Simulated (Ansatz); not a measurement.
Geometry optimisation, Ansatz, RKS PBE0-D4/def2-mTZVP.

input.yaml

```yaml
crystal:
  periodic: [false, false, false]
  atoms:
    - { symbol: Si, position_ang: [0.0, 0.0, 0.0] }
    - { symbol: Cl, position_ang: [1.2713, 0.0, 1.9526] }
    - { symbol: H, position_ang: [1.6559, 0.0, 0.1178] }
    - { symbol: H, position_ang: [-0.6877, 1.1914, -0.4862] }
    - { symbol: H, position_ang: [-0.6877, -1.1914, -0.4862] }
basis:
  gaussian: { orbitals: def2-mTZVP }
hamiltonian:
  xc: pbe0
  dispersion: d4
relax:
  f_tol: 0.15
  max_steps: 25
  restrain:
    - { distance: [1, 2], at: 1.37, k: 30.0 }
    - { distance: [0, 1], at: 3.33, k: 30.0 }
    - { distance: [0, 2], at: 2.66, k: 30.0 }
output:
  orbitals: {}
```

Launched with:

```bash
$ ansatz run input.yaml --threads 1 --pin off --max-ram 2048MiB --backend cpu --events-out ev --progress --plain --runs-dir out
```

Where does it end, and by what steps?

The run converged. The restraints hold the end off the free minimum. After 7 steps the energy has risen by 0.554 eV (the restraints' own energy left out); Si1 moved furthest, 0.79 Å. Parted: Si1–Cl2 (2.33 → 3.33 Å). Joined: Cl2–H3 (1.87 → 1.34 Å).

| step | energy less start (eV) | largest force component (eV/Å) | accepted |
| --- | --- | --- | --- |
| 0 | 0.0000 | 4.572 | yes |
| 1 | 1.6310 | 7.044 | yes |
| 2 | 3.0577 | 7.138 | yes |
| 3 | 2.9370 | 5.687 | yes |
| 4 | 1.8232 | 4.156 | yes |
| 5 | 0.9549 | 1.312 | yes |
| 6 | 0.5838 | 0.843 | yes |
| 7 | 0.5540 | 0.954 | yes |

```xyz
5
Properties=species:S:1:pos:R:3
Si -0.110 0.000 -0.778
Cl 1.721 0.000 2.000
H 2.094 0.000 0.714
H -1.077 1.121 -0.419
H -1.077 -1.121 -0.419
```

The run took 5.4 s on 1 thread of Intel(R) Xeon(R) 6975P-C (Granite Rapids) (shared host), peak memory 0.12 GiB.
